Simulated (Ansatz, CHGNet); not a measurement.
# Zinc-blende AlP: properties by level of theory

Reference values: lattice constant a 5.451 Å (measured, static lattice: zero-point anharmonic expansion removed; as tabulated in Mejia-Rodriguez and Trickey (2018), arXiv:1807.09216).

| level (code) | equilibrium lattice constant a (Å) | elastic constant C11 (GPa) | elastic constant C44 (GPa) | Voigt–Reuss–Hill shear modulus (GPa) |
|---|---|---|---|---|
| CHGNet 0.3.0 | 5.512 | 92.7 | 14.1 | 7.81 |
| LDA (Ansatz) | 5.434 | 133 | 61.5 | 47.2 |
| B3LYP (VWN-RPA form) (Ansatz) | 5.517 | 135 | 68.4 | 53.9 |

Machine-learned potentials (CHGNet 0.3.0) are trained on DFT data: a solid inside that data is no test of them.

Ansatz's density-functional and Hartree–Fock values are scalar-relativistic unless marked +SOC, with PAW data made under PBE.

Static lattice: no zero-point or thermal effects.

Ansatz is a quantum-chemistry and plane-wave program.
